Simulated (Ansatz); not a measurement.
# C5H8O: the cost of one run

Computed with Ansatz 0.2.0, driven from Python. Level of theory: r2SCAN/cc-pVDZ.

### Step 1. The structure

Bond lengths: C1–C2 1.338 Å, C2–C3 1.477 Å, C3–O4 1.260 Å, C2–C5 1.507 Å, C5–C6 1.525 Å, C1–H7 1.083 Å, C1–H8 1.083 Å, C3–H9 1.082 Å, C5–H10 1.112 Å, C5–H11 1.112 Å, C6–H12 1.110 Å, C6–H13 1.111 Å, C6–H14 1.111 Å. Angles (14 of 21 angles, heavy atoms first): C1–C2–C3 121.1°, C1–C2–C5 120.0°, C3–C2–C5 118.9°, C2–C3–O4 121.4°, C2–C5–C6 110.8°, C2–C1–H7 120.8°, C2–C1–H8 121.5°, C2–C3–H9 119.7°, O4–C3–H9 118.9°, C2–C5–H10 110.5°, C2–C5–H11 109.9°, C6–C5–H10 109.3°, C6–C5–H11 109.1°, C5–C6–H12 109.6°.

No structure file is read: the coordinates are typed or built in the script.

### Step 2. The code

c5h8o.py

```python
import ansatz as az
import numpy as np
from rdkit import Chem
from rdkit.Chem import AllChem

rd = Chem.AddHs(Chem.MolFromSmiles('C=C(C=O)CC'))
AllChem.EmbedMolecule(rd, randomSeed=565)
AllChem.UFFOptimizeMolecule(rd)
c5h8o = az.Crystal.molecule()
for atom, xyz in zip(rd.GetAtoms(), rd.GetConformer().GetPositions()):
    c5h8o = c5h8o.atom(atom.GetSymbol(), xyz.round(5).tolist())

calculation = (
    c5h8o.calculation()
    .basis(gaussian='cc-pVDZ')
    .functional('r2SCAN')
)
symbols = [site.symbol for site in c5h8o.cartesian_sites]
start = np.array([site.position_ang for site in c5h8o.cartesian_sites], dtype=float)
def progress(event):
    if event['event'] == 'relax_step':
        row = event['data']
        print(f'step {row["step"]:3d}  E = {row["lagrangian_ev"]:.6f} eV  max force {row["allowed_force_max_ev_ang"]:.4f} eV/A')


rep = calculation.relax(force_tolerance=0.005).session().plan().execute(on_event=progress).report
end = np.array(rep['positions_ang'])

print('reference energy %16.6f eV' % rep['reference_energy_ev'])
print('total energy     %16.6f eV' % rep['free_energy_ev'])
print('occupied (up, down):', rep['n_occupied'], ' virtual:', rep['n_virtual'], ' frozen:', rep['n_frozen'])

print('final positions (A) and the move of each atom')
for symbol, xyz, old in zip(symbols, end, start):
    print(f'{symbol:2s} {xyz[0]:10.5f} {xyz[1]:10.5f} {xyz[2]:10.5f}   {np.linalg.norm(xyz - old):7.4f}')
```

### Step 3. Launch

Launch:

```console
> python c5h8o.py
```

Q: Estimate wall time and peak memory on 1 thread of Arm Neoverse V1, shared host.

About 2.3 min, with a peak of 0.31 GiB.
